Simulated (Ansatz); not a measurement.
SiH4S⁺, that is Si(SH)H3 with one electron fewer. Charge 1, multiplicity 2. Geometry PBE-D4/def2-TZVP, that of the neutral singlet; atoms count from 1.

```xyz
6

Si   -0.323    0.227    0.351
S     1.159    0.139   -1.204
H     1.148   -1.214   -1.276
H    -0.487    1.684    0.625
H     0.130   -0.478    1.590
H    -1.627   -0.360   -0.086
```

Q: Estimate the Mulliken populations from the PBE0/def2-TZVP orbitals of Ansatz.

A: 
```csv
atom,charge (e),spin (α − β)
Si1,0.13,-0.04
S2,0.26,0.91
H3,0.27,-0.02
H4,0.10,0.00
H5,0.12,0.08
H6,0.12,0.08
```
Mulliken values depend strongly on the basis.

Q: Where does the spin sit?

A: Summed by element: Si -0.04, S 0.91, H 0.13, of 1 unpaired in all. Largest on single atoms: S2 0.91, H6 0.08, H5 0.08.

Q: And the Mayer bond orders between heavy atoms (over 0.3)?

A: Si1–S2 1.00 (2.15 Å).
